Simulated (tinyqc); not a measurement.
Stretching all distances: RHF, UHF, MP2, CISD and CCSD against full CI in the sto-3g basis, for H2O, spin multiplicity 1. Computed by the program tinyqc with PySCF. 

Geometry (angstrom):
```
atom       x        y       z
O     0.0000   0.0000  0.0000
H     0.0000   0.7050  0.5970
H     0.0000  -0.7050  0.5970
```

All coordinates are multiplied by the scale. c0^2 is the weight of the RHF determinant in the lowest singlet FCI state (UHF is spin-contaminated and may lie near states of higher spin) and n(LUMO) the first natural occupation beyond the occupied space.

Full CI energy (hartree) and errors against it (kcal/mol):
```
scale  distance 1-2 (angstrom)     E(FCI)      RHF     UHF     MP2    CISD    CCSD  <S^2> UHF   c0^2  n(LUMO)
0.950                    0.878  -74.97208   25.750  25.750   6.821   0.270   0.050      0.000  0.981    0.020
1.170                    1.081  -75.01864   42.951  42.951  12.862   0.991   0.121      0.000  0.956    0.045
1.400                    1.293  -74.95423   69.963  69.046  22.727   3.425   0.340      0.221  0.902    0.102
1.620                    1.497  -74.87671  105.406  61.132  35.527   9.119   0.615      1.216  0.813    0.203
1.840                    1.700  -74.81383  150.042  36.728  50.500  19.522  -0.236      1.644  0.686    0.354
2.070                    1.912  -74.77260  203.450  17.180  64.757  33.658  -5.843      1.844  0.533    0.542
```

UHF parts from RHF first at scale 1.4 of those listed, where <S^2> leaves zero. The weight c0^2 goes from 0.98 to 0.53 and n(LUMO) from 0.02 to 0.54: static correlation grows as the bonds break into open-shell fragments. The spread of the error along the curve, which distorts its shape, is CCSD 6.5, CISD 33.4, UHF 51.9, MP2 57.9, RHF 177.7 kcal/mol. Below FCI somewhere: CCSD, as non-variational methods may be.
